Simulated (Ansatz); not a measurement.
**Al₂B+ (triplet): wave-function methods side by side, def2-TZVPP**

The task here is to estimate one member of a computed series from the others.

Program: Ansatz 0.2.0, Gaussian basis. Level of theory: def2-TZVPP, core rule «outside noble gas», up to 11 orbitals frozen. These are calculated values, not measurements.

Plan: UHF; ROHF; CCSD(T) on UHF.

## The system

The geometry is a PBE0/def2-TZVP stationary point (not a proven minimum) of the parent state, kept for this charge and spin.

3 atoms, charge 1, spin multiplicity 3.

Atoms are counted from 1 here; the program's logs count them from 0.

Bond lengths: Al1–Al2 2.726 Å, Al2–B3 2.006 Å. Angles: Al1–Al2–B3 180.0°.

Set-up of the first run:

The input, in.yaml:

```yaml
crystal:
  periodic: [false, false, false]
  atoms:
    - {symbol: Al, position_ang: [0.000000, 0.000000, 2.486400]}
    - {symbol: Al, position_ang: [0.000000, 0.000000, -0.240000]}
    - {symbol: B, position_ang: [0.000000, 0.000000, -2.246400]}
basis:
  gaussian: {orbitals: def2-TZVPP}
total_charge: 1
magnetization: {spin_polarized: true, initial_magnetization: 2}
hamiltonian: {xc: hf}
output: {orbitals: {seedname: orbitals}}
```

On the command line:

```console
> ansatz run in.yaml --threads 1 --pin off --events-out ev --progress --plain --max-ram 2816MiB --backend cpu
```

Steps of the session up to this table: UHF; ROHF; CCSD(T) on UHF.

One table of the session follows, with a row left open; its other results are not shown here.

```
  method  from UCCSD(T) (kJ/mol)
    ROHF                       ?
     UHF                  +458.1
    UMP2                  +147.5
   UCCSD                   +21.1
UCCSD(T)                       0
```

Q: Estimate the row for ROHF from the others.

The run gave: from UCCSD(T) (kJ/mol): +470.8. In the column «from UCCSD(T) (kJ/mol)» it is the highest.
